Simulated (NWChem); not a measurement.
**Spin states of Be**

```xyz
1

Be     0.0000     0.0000     0.0000
```
Charge 0, spin multiplicity 1.

Everything below was run with NWChem.

Basis set: def2-TZVP. The gap is E(triplet) − E(singlet), so a negative value puts the higher spin lower. Open shells are unrestricted, coupled cluster uses restricted open-shell references, and the singlet is the closed-shell solution. The triplet is the single determinant that the SCF runs reached, with unpaired electrons in orbitals of symmetry ag and b1u (D2h labels); it need not be the lowest triplet, which in molecules with degenerate π orbitals can need several determinants. Where the lowest singlet needs several determinants, the single determinant used here isn't a pure state and places it wrongly.

The correlated methods keep 1 core orbital frozen. B3LYP has NWChem's definition, with VWN1-RPA local correlation. No SCF solution was tested for a lower state. Open-shell Hartree-Fock references start from PBE0 orbitals. Coupled-cluster values serve here as a point of comparison, not as the truth.

Question: One of these methods gave a vertical singlet-triplet gap of 63.4 kcal/mol. Which?
(A) PBE
(B) HF
(C) B3LYP
(D) CCSD(T)

Answer: D, CCSD(T). The others give 53.6 (PBE), 57.2 (B3LYP), 37.7 (HF).
